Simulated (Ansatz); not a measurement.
Compare A (`CSSC`) with its isomer B (`SCCS`).

Calculated with Ansatz (gas phase, PBE0-D4/def2-TZVP geometries, no zero-point term in ΔE). CBS: MP2 limit from def2 TZ/QZ plus the TZ coupled-cluster correction, frozen cores. This one scheme is used for every species. Functionals use def2-TZVPP. Each species was taken in one conformer, which may not be the lowest.

A:

Z-matrix (Å, degrees):
```
C
S 1 1.805
H 1 1.090 2 111.3
H 1 1.089 2 110.5 3 123.0
H 1 1.093 2 106.2 3 -118.5
S 2 2.027 1 103.4 3 -65.0
C 6 1.805 2 103.4 1 86.1
H 7 1.089 6 110.6 2 58.0
H 7 1.093 6 106.2 2 176.6
H 7 1.090 6 111.3 2 -64.9
```

B:

```xyz
10

S    -0.345    0.557    1.829
C     0.155    0.919    0.130
C     0.579   -0.292   -0.679
S    -0.744   -1.479   -1.016
H    -1.532    0.009    1.524
H     1.004    1.602    0.230
H    -0.647    1.461   -0.373
H     1.410   -0.810   -0.199
H     0.918    0.033   -1.667
H    -0.798   -2.000    0.220
```

Question: Which isomer does CCSD(T)/CBS put lower? Give the gap. (Best estimate.)

Answer: Ansatz gave: A, by 18.0 kJ/mol.

Question: Give E(B) − E(A) in kJ/mol with CCSD(T)/def2-TZVPP, CCSD/def2-TZVPP, ωB97M-V, B2PLYP, HF/def2-TZVPP, r2SCAN-D4, PBE0-D4. (Best estimate.)

Answer: Ansatz gave: CCSD(T)/def2-TZVPP 11.5, CCSD/def2-TZVPP 10.0, ωB97M-V 19.9, B2PLYP 23.5, HF/def2-TZVPP 17.1, r2SCAN-D4 28.0, PBE0-D4 25.0. None reverses the order clearly.

Largest T1 diagnostic: 0.011.

From PBE to PBE0 (25 % exact exchange), in def2-TZVPP and without D4, E(B) − E(A) moves by −5.8 kJ/mol. In def2-TZVPP, CCSD(T) changes the Hartree–Fock value by −5.6 kJ/mol (the triples alone add +1.5 kJ/mol) and MP2 by −3.0 kJ/mol.
